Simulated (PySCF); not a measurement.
```xyz
5
charge 0 multiplicity 1, angstrom
Si   -0.5886    0.0000    0.0000
O     0.5089    1.2535    0.0000
O     0.5089   -1.2535    0.0000
H     0.1003    2.1257    0.0000
H     0.1003   -2.1257    0.0000
```

Level of theory: PBE0/[Si def2-SVP, O def2-SVP, H def2-SVP], no relativity, density fitting, PySCF.

This geometry of Si(OH)₂ is a stationary point at this level.

(1) What is the point group?

(2) Is it a minimum?

(3) Which band is strongest in the infrared?

(4) What are the dipole moment and the gap between the highest occupied and lowest empty levels?

(5) Give the ideal-gas entropy at 298.15 K and 1 bar by parts.

Answers

(1) C2v.

(2) Yes: all harmonic wavenumbers are real.

(3) 3917 cm⁻¹ (b2), 251 km/mol.

(4) 1.46 D and 5.84 eV.

(5) translation 160.3, rotation 89.8, vibration 14.5, spin 0.0; total 264.7 J/(mol K).

Only a few start shapes were tried, so a lower isomer may exist.
